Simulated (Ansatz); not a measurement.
Ideal-gas functions of `O=C(O)CS` at 298.15 K and 1 bar, from an Ansatz frequency run at PBE0-D4/def2-TZVP.

Molar mass 92.12 g/mol, point group C1 (symmetry number 1), electronic degeneracy 1, moments of inertia 61.258, 204.545, 233.704 u Å². Harmonic wavenumbers (cm⁻¹, unscaled): 62, 189, 238, 416, 551, 608, 704, 754, 844, 904, 1005, 1151, 1233, 1269, 1382, 1452, 1856, 2717, 3102, 3176, 3789.

Use S(trans) = R[1.5 ln M + 2.5 ln T − 1.1517]; rotational temperatures θ = 24.2544 K / I; S(rot) = R[ln(√π/σ · √(T³/θAθBθC)) + 1.5]; for each mode x = 1.438777 ν̃/T, S = R[x/(eˣ − 1) − ln(1 − e⁻ˣ)] and H = RT x/(eˣ − 1); 1 cm⁻¹ = 0.0119627 kJ/mol; R = 8.31446 J/(mol·K).

Task: By hand: the entropy, in J/(mol·K).

Result: Translation 165.3. Rotation: θ = 0.3959, 0.1186, 0.1038 K, giving 110.4. Vibration, mode by mode: 18.38, 9.36, 7.61, 3.79, 2.27, 1.82, 1.26, 1.04, 0.73, 0.58, 0.38, 0.21, 0.15, 0.13, 0.08, 0.06, 0.01, 0.00, 0.00, 0.00, 0.00, in all 47.9. Electronic 0.0. Sum 323.6 J/(mol·K).

Task: By hand: H − E and G − E in kJ/mol, counted from the electronic energy.

Result: Zero-point energy ½ × 27402 × 0.0119627 = 163.9; thermal vibration 7.8; translation, rotation and pV give 4 RT = 9.9. H − E = 181.6 kJ/mol, and G − E = 181.6 − 298.15 × 323.6/1000 = 85.1 kJ/mol.

Vibration gives 15 % of the entropy, 18.4 J/(mol·K) of it from the mode under 150 cm⁻¹: soft modes count most, and the harmonic formula is weakest for them. The sum counts one conformer and one mirror image; others add a mixing term.
